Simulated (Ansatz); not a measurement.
Li2N. Total charge 0; doublet. Geometry relaxed at PBE0-D4/def2-TZVP.

```xyz
3

Li    1.705   -0.386   -0.057
Li   -1.706    0.384    0.054
N     0.001    0.002    0.003
```

The structure comes from a short search, and lower isomers may exist.

(1) Estimate the harmonic wavenumbers at UKS PBE0-D4/def2-TZVP (Ansatz, unscaled). Is this a minimum?

## Answers

(1) 83, 124, 693, 930 cm⁻¹. Yes, no mode is imaginary beyond noise. Zero-point energy 10.9 kJ/mol. Run time 26 s (4 threads of Arm Neoverse V2 on a shared host).
